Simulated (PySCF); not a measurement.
Gas-phase reaction: HSiNH2 + 2 NH2 ⇌ H3SiNH2 + 2 NH

Method: PySCF energies plus ideal-gas RRHO corrections (1 bar). † marks an energy on the PBE0/def2-TZVP geometry and frequencies; other levels use their own. MP2 and CCSD(T) freeze the core. 6-31G* has spherical d functions here. Open shells (unrestricted): NH2 (multiplicity 2), NH (multiplicity 3); the rest are closed-shell singlets. B3LYP is the form with VWN-RPA correlation. HSiNH2, H3SiNH2: computed as isolated molecules; such fragments, hydroxides, amides, oligomers or adducts are transient or little studied in the gas. MP2 isn't extrapolated to the basis-set limit; its ΔH°(298 K) is 152.7 kJ in def2-SVP and 176.2 kJ in def2-TZVPP. CCSD(T) isn't extrapolated to the basis-set limit; its ΔH°(298 K) is 149.8 kJ in def2-SVP and 167.7 kJ in def2-TZVPP. The harmonic model lacks anharmonicity and excited electronic states, which grow with temperature; levels with a mode under 35 cm⁻¹ are left out. Internal rotation in HSiNH2, H3SiNH2 is treated as a harmonic vibration of one conformer, which makes the entropy rough.

| level | ΔE electronic, kJ | ΔH°(298 K), kJ | ΔS°(298 K), J/K | ΔG°(1400 K), kJ |
|---|---|---|---|---|
| B3LYP/6-31G* | 192 | 175 | -10 | 177 |
| B3LYP/def2-TZVP† | 205 | 188 | -8 | 187 |
| CCSD(T)/def2-SVP† | 167 | 150 | -8 | 149 |
| HF/6-31G* | 1 | -17 | -9 | -17 |
| MP2/def2-SVP† | 170 | 153 | -8 | 152 |
| PBE/def2-TZVP† | 232 | 215 | -8 | 214 |
ΔH° is lowest at HF/6-31G* and highest at PBE/def2-TZVP†. No reference value is set beside these.
